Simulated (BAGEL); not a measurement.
**UHF/3-21G (density fitting with qzvpp-jkfit) run of C2H4F2N (SMILES CN[C](F)F)**

What is the energy change on altering one bond length of C2H4F2N at UHF/3-21G (density fitting with qzvpp-jkfit)? 

The results are computed with BAGEL 1.2.2.

## (1) Starting point

C2H4F2N: 9 atoms, total charge 0, spin state doublet. SMILES: `CN[C](F)F`. Geometry: relaxed at GFN2-xTB. This is one conformer, not always the lowest.

Bond lengths: C1–N2 1.444 Å, N2–C3 1.375 Å, C3–F4 1.359 Å, C3–F5 1.352 Å, C1–H6 1.088 Å, C1–H7 1.088 Å, C1–H8 1.096 Å, N2–H9 1.010 Å. Some angles: C1–N2–C3 122.3°, N2–C3–F4 114.7°, N2–C3–F5 116.0°, F4–C3–F5 109.0°, C1–N2–H9 116.9°, C3–N2–H9 114.3°, N2–C1–H6 108.9°, N2–C1–H7 108.8°, N2–C1–H8 112.0°, H6–C1–H7 109.2°.

## (2) A single-point energy at UHF/3-21G (density fitting with qzvpp-jkfit)

hf.json reads:

```json
{ "bagel" : [

{
  "title" : "molecule",
  "basis" : "3-21g",
  "df_basis" : "qzvpp-jkfit",
  "angstrom" : true,
  "geometry" : [
    { "atom" : "C", "xyz" : [      -0.932280,       0.211670,      -0.567540 ] },
    { "atom" : "N", "xyz" : [      -0.084110,       0.168060,       0.600880 ] },
    { "atom" : "C", "xyz" : [       1.285570,       0.085890,       0.511240 ] },
    { "atom" : "F", "xyz" : [       1.858000,      -0.807790,       1.360600 ] },
    { "atom" : "F", "xyz" : [       1.788570,      -0.102860,      -0.729450 ] },
    { "atom" : "H", "xyz" : [      -1.883370,       0.665110,      -0.296930 ] },
    { "atom" : "H", "xyz" : [      -0.448980,       0.820360,      -1.329160 ] },
    { "atom" : "H", "xyz" : [      -1.110620,      -0.786630,      -0.982370 ] },
    { "atom" : "H", "xyz" : [      -0.472790,      -0.253820,       1.432730 ] }
  ]
},

{
  "title" : "uhf",
  "nopen" : 1
},

{
  "title" : "print",
  "file" : "orbitals.molden",
  "orbitals" : true
}

]}
```

Command:

```sh
BAGEL_NUM_THREADS=1 BAGEL hf.json > hf.out
```

Standard output:

```text
* using 1 threads per process

  ===============================================================
  ===============================================================

  *** Geometry ***

  { "atom" : "C", "xyz" : [     -1.761754,      0.399998,     -1.072495 ] },
  { "atom" : "N", "xyz" : [     -0.158945,      0.317587,      1.135499 ] },
  { "atom" : "C", "xyz" : [      2.429375,      0.162309,      0.966104 ] },
  { "atom" : "F", "xyz" : [      3.511111,     -1.526502,      2.571161 ] },
  { "atom" : "F", "xyz" : [      3.379907,     -0.194377,     -1.378461 ] },
  { "atom" : "H", "xyz" : [     -3.559053,      1.256876,     -0.561116 ] },
  { "atom" : "H", "xyz" : [     -0.848449,      1.550256,     -2.511748 ] },
  { "atom" : "H", "xyz" : [     -2.098768,     -1.486515,     -1.856410 ] },
  { "atom" : "H", "xyz" : [     -0.893444,     -0.479650,      2.707467 ] },

  Number of auxiliary basis functions:      453

  Since a DF basis is specified, we compute 2- and 3-index integrals:
    o Being stored without compression. Storage requirement is 0.010 GB

  Number of basis functions:       53
  Number of electrons      :       41

    * METHOD: MOLECULE                             0.33

  *** Open-shell HF ***

  === Nuclear Repulsion ===
   185.6179793967

      * DIIS with orbital gradients will be used.

  === UHF iteration (3-21g) ===
      0       -329.36685702          0.05124332           0.13
      1       -329.49153964          0.02778062           0.13
      2       -329.52048493          0.01533337           0.13
      3       -329.53162008          0.00143087           0.12
      4       -329.53239257          0.00051677           0.12
      5       -329.53250184          0.00023003           0.13
      6       -329.53255240          0.00006427           0.13
      7       -329.53255954          0.00003126           0.12
      8       -329.53256157          0.00001367           0.08
      9       -329.53256206          0.00000443           0.11
     10       -329.53256211          0.00000208           0.10
     11       -329.53256212          0.00000092           0.08
     12       -329.53256212          0.00000041           0.09
     13       -329.53256212          0.00000019           0.10
     14       -329.53256212          0.00000011           0.10
     15       -329.53256212          0.00000006           0.10
     16       -329.53256212          0.00000002           0.10
     17       -329.53256212          0.00000001           0.09
     18       -329.53256212          0.00000001           0.12
    * SCF iteration converged.

    * S^2 (UHF) is 0.7563

    * Permanent dipole moment:
           (    1.170420,    -0.043294,     0.012698) a.u.

    * METHOD: UHF                                  2.29

    * METHOD: PRINT                                0.01

  ===============================================================
```

Wall time 3.3 s (1 thread of Intel Xeon at 2.50GHz (Skylake/Cascade Lake), shared host).

## (3) The distorted shape at the same level

job.json reads:

```json
{ "bagel" : [

{
  "title" : "molecule",
  "basis" : "3-21g",
  "df_basis" : "qzvpp-jkfit",
  "angstrom" : true,
  "geometry" : [
    { "atom" : "C", "xyz" : [   -2.575848,    0.310271,   -0.459975 ] },
    { "atom" : "N", "xyz" : [   -1.727678,    0.266661,    0.708445 ] },
    { "atom" : "C", "xyz" : [    1.285570,    0.085890,    0.511240 ] },
    { "atom" : "F", "xyz" : [    1.858000,   -0.807790,    1.360600 ] },
    { "atom" : "F", "xyz" : [    1.788570,   -0.102860,   -0.729450 ] },
    { "atom" : "H", "xyz" : [   -3.526938,    0.763711,   -0.189365 ] },
    { "atom" : "H", "xyz" : [   -2.092548,    0.918961,   -1.221595 ] },
    { "atom" : "H", "xyz" : [   -2.754188,   -0.688029,   -0.874805 ] },
    { "atom" : "H", "xyz" : [   -2.116358,   -0.155219,    1.540295 ] }
  ]
},
{ "title" : "uhf", "nopen" : 1 },
{ "title" : "print", "file" : "orbitals.molden", "orbitals" : true }

]}
```

Command:

```sh
BAGEL_NUM_THREADS=1 BAGEL job.json > job.out
```

Standard output:

```text
* using 1 threads per process

  ===============================================================
  ===============================================================

  *** Geometry ***

  { "atom" : "C", "xyz" : [     -4.867647,      0.586327,     -0.869227 ] },
  { "atom" : "N", "xyz" : [     -3.264838,      0.503916,      1.338767 ] },
  { "atom" : "C", "xyz" : [      2.429375,      0.162309,      0.966104 ] },
  { "atom" : "F", "xyz" : [      3.511111,     -1.526502,      2.571161 ] },
  { "atom" : "F", "xyz" : [      3.379907,     -0.194377,     -1.378461 ] },
  { "atom" : "H", "xyz" : [     -6.664947,      1.443205,     -0.357848 ] },
  { "atom" : "H", "xyz" : [     -3.954343,      1.736585,     -2.308480 ] },
  { "atom" : "H", "xyz" : [     -5.204661,     -1.300186,     -1.653142 ] },
  { "atom" : "H", "xyz" : [     -3.999337,     -0.293321,      2.910736 ] },

  Number of auxiliary basis functions:      453

  Since a DF basis is specified, we compute 2- and 3-index integrals:
    o Being stored without compression. Storage requirement is 0.010 GB

  Number of basis functions:       53
  Number of electrons      :       41

    * METHOD: MOLECULE                             0.35

  *** Open-shell HF ***

  === Nuclear Repulsion ===
   150.7632649549

      * DIIS with orbital gradients will be used.

  === UHF iteration (3-21g) ===
      0       -329.21919879          0.05599843           0.11
      1       -329.36636403          0.03422297           0.09
      2       -329.40671233          0.02050330           0.12
      3       -329.42560352          0.00197490           0.13
      4       -329.42653098          0.00074327           0.12
      5       -329.42669630          0.00026322           0.14
      6       -329.42674323          0.00018600           0.13
      7       -329.42677265          0.00015090           0.13
      8       -329.42680178          0.00011362           0.13
      9       -329.42682743          0.00005870           0.12
     10       -329.42683583          0.00002445           0.14
     11       -329.42683875          0.00001280           0.11
     12       -329.42684073          0.00000640           0.12
     13       -329.42684250          0.00000316           0.12
     14       -329.42684411          0.00000202           0.12
     15       -329.42684586          0.00000181           0.12
     16       -329.42684750          0.00000178           0.12
     17       -329.42684875          0.00000181           0.13
     18       -329.42684801          0.00000179           0.14
     19       -329.42684761          0.00000178           0.13
     20       -329.42684746          0.00000177           0.10
     21       -329.42684711          0.00000177           0.11
     22       -329.42684684          0.00000175           0.13
     23       -329.42684744          0.00000175           0.13
     24       -329.42684795          0.00000176           0.11
     25       -329.42684757          0.00000175           0.13
     26       -329.42684787          0.00000176           0.12
[... 30 lines of this table left out ...]
     57       -329.42683144          0.00000006           0.13
     58       -329.42683144          0.00000006           0.11
     59       -329.42683144          0.00000006           0.11
     60       -329.42683144          0.00000005           0.11
     61       -329.42683144          0.00000004           0.10
     62       -329.42683144          0.00000004           0.13
     63       -329.42683144          0.00000003           0.13
     64       -329.42683144          0.00000003           0.13
     65       -329.42683144          0.00000003           0.14
     66       -329.42683144          0.00000003           0.11
     67       -329.42683144          0.00000003           0.11
     68       -329.42683143          0.00000002           0.11
     69       -329.42683143          0.00000001           0.11
    * SCF iteration converged.

    * S^2 (UHF) is 0.7586

    * Permanent dipole moment:
           (    0.917859,     0.290646,     0.084742) a.u.

    * METHOD: UHF                                  8.87

    * METHOD: PRINT                                0.00

  ===============================================================
```

Wall time 9.9 s (1 thread of Intel Xeon at 2.50GHz (Skylake/Cascade Lake), shared host).

## (4) What came out

At UHF/3-21G (density fitting with qzvpp-jkfit):

```
                                                         quantity          value
                                        first shape: total energy  -329.53256 Eh
                                       first shape: dipole moment         2.98 D
                                                first shape: ⟨S²⟩          0.756
                                    distorted shape: total energy  -329.42683 Eh
                                   distorted shape: dipole moment         2.46 D
                                            distorted shape: ⟨S²⟩          0.759
energy change with the N2–C3 bond stretched from 1.375 to 3.025 Å       2.877 eV
```

In words: With the N2–C3 bond stretched from 1.375 to 3.025 Å the energy rises by 2.88 eV (278 kJ/mol). The first shape isn't relaxed at this level, so the change isn't measured from a minimum.
